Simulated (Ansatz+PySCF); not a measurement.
```xyz
8

C     0.0000    0.0000    0.0000
H     1.0903    0.0000    0.0000
H    -0.5452    0.9443    0.0000
H    -0.5452   -0.9443    0.0000
C    10.0000    0.0000    0.0000
H    11.0903    0.0000    0.0000
H     9.4548    0.9443    0.0000
H     9.4548   -0.9443    0.0000
```

Basis set: cc-pVDZ. Charge 0. Computed with Ansatz (development build ahead of 0.2.0); the lowest solution found for each multiplicity.

Q: How do the multiplicities compare at this shape? Give, from the lowest of each method, MP2 (restricted) for 1, 3; wB97X (unrestricted) for 1, 3; r2SCAN (unrestricted) for 1, 3; PBE0 (unrestricted) for 1, 3; r2SCAN (restricted) for 1, 3; PBE (unrestricted) for 1, 3; PBE (restricted) for 1, 3; wB97X (restricted) for 1, 3; PBE0 (restricted) for 1, 3; CCSD(T) (restricted) for 1, 3; CCSD (restricted) for 1, 3; CCSD(T) (unrestricted) for 1, 3; CCSD (unrestricted) for 1, 3; MP2 (unrestricted) for 1, 3; HF (unrestricted) for 1, 3; HF (restricted) for 1, 3.

A:

```json
{"method": "MP2, restricted", "multiplicity": "1", "E (eV)": "0.000", "<S²>": "0.00"}
{"method": "MP2, restricted", "multiplicity": "3", "E (eV)": "7.678", "<S²>": "2.00"}
{"method": "wB97X, unrestricted", "multiplicity": "1", "E (eV)": "0.000", "<S²>": "1.01"}
{"method": "wB97X, unrestricted", "multiplicity": "3", "E (eV)": "0.000", "<S²>": "2.01"}
{"method": "r2SCAN, unrestricted", "multiplicity": "1", "E (eV)": "0.000", "<S²>": "n/a"}
{"method": "r2SCAN, unrestricted", "multiplicity": "3", "E (eV)": "0.000", "<S²>": "n/a"}
{"method": "PBE0, unrestricted", "multiplicity": "1", "E (eV)": "0.000", "<S²>": "1.01"}
{"method": "PBE0, unrestricted", "multiplicity": "3", "E (eV)": "0.000", "<S²>": "2.01"}
{"method": "r2SCAN, restricted", "multiplicity": "1", "E (eV)": "1.868", "<S²>": "n/a"}
{"method": "r2SCAN, restricted", "multiplicity": "3", "E (eV)": "0.000", "<S²>": "n/a"}
{"method": "PBE, unrestricted", "multiplicity": "1", "E (eV)": "0.000", "<S²>": "n/a"}
{"method": "PBE, unrestricted", "multiplicity": "3", "E (eV)": "0.000", "<S²>": "n/a"}
{"method": "PBE, restricted", "multiplicity": "1", "E (eV)": "1.219", "<S²>": "0.00"}
{"method": "PBE, restricted", "multiplicity": "3", "E (eV)": "0.000", "<S²>": "n/a"}
{"method": "wB97X, restricted", "multiplicity": "1", "E (eV)": "4.231", "<S²>": "0.00"}
{"method": "wB97X, restricted", "multiplicity": "3", "E (eV)": "0.000", "<S²>": "2.00"}
{"method": "PBE0, restricted", "multiplicity": "1", "E (eV)": "2.481", "<S²>": "0.00"}
{"method": "PBE0, restricted", "multiplicity": "3", "E (eV)": "0.000", "<S²>": "2.00"}
{"method": "CCSD(T), restricted", "multiplicity": "1", "E (eV)": "0.000", "<S²>": "0.00"}
{"method": "CCSD(T), restricted", "multiplicity": "3", "E (eV)": "0.790", "<S²>": "2.00"}
{"method": "CCSD, restricted", "multiplicity": "1", "E (eV)": "0.982", "<S²>": "0.00"}
{"method": "CCSD, restricted", "multiplicity": "3", "E (eV)": "0.000", "<S²>": "2.00"}
{"method": "CCSD(T), unrestricted", "multiplicity": "1", "E (eV)": "0.000", "<S²>": "1.02"}
{"method": "CCSD(T), unrestricted", "multiplicity": "3", "E (eV)": "0.000", "<S²>": "2.02"}
{"method": "CCSD, unrestricted", "multiplicity": "1", "E (eV)": "0.000", "<S²>": "1.02"}
{"method": "CCSD, unrestricted", "multiplicity": "3", "E (eV)": "0.000", "<S²>": "2.02"}
{"method": "MP2, unrestricted", "multiplicity": "1", "E (eV)": "0.000", "<S²>": "1.02"}
{"method": "MP2, unrestricted", "multiplicity": "3", "E (eV)": "0.000", "<S²>": "2.02"}
{"method": "HF, unrestricted", "multiplicity": "1", "E (eV)": "0.000", "<S²>": "1.02"}
{"method": "HF, unrestricted", "multiplicity": "3", "E (eV)": "0.000", "<S²>": "2.02"}
{"method": "HF, restricted", "multiplicity": "1", "E (eV)": "6.247", "<S²>": "0.00"}
{"method": "HF, restricted", "multiplicity": "3", "E (eV)": "0.000", "<S²>": "2.00"}
```

Caution for MP2, restricted, r2SCAN, restricted, PBE, restricted, wB97X, restricted, PBE0, restricted, CCSD(T), restricted, CCSD, restricted, HF, restricted: an unrestricted determinant lies well below. Caution for MP2, restricted: large amplitudes, a single reference is doubtful. Caution for wB97X, unrestricted, r2SCAN, unrestricted, PBE0, unrestricted, r2SCAN, restricted, PBE, unrestricted, PBE, restricted, wB97X, restricted, PBE0, restricted: charge can spread falsely over distant fragments. Caution for wB97X, unrestricted, PBE0, unrestricted, CCSD(T), unrestricted, CCSD, unrestricted, MP2, unrestricted, HF, unrestricted: the unrestricted determinant is a mixture of spin states. Caution for r2SCAN, unrestricted, PBE, unrestricted: the unrestricted determinant is spin contaminated. Caution for CCSD(T), restricted, CCSD, restricted: the amplitudes may be one of several solutions; very large amplitudes, the method is breaking down. Caution for CCSD(T), unrestricted, CCSD, unrestricted, MP2, unrestricted: bonds are stretched, where a single reference can fail. Caution for CCSD(T), unrestricted, CCSD, unrestricted: the program doubts this total.
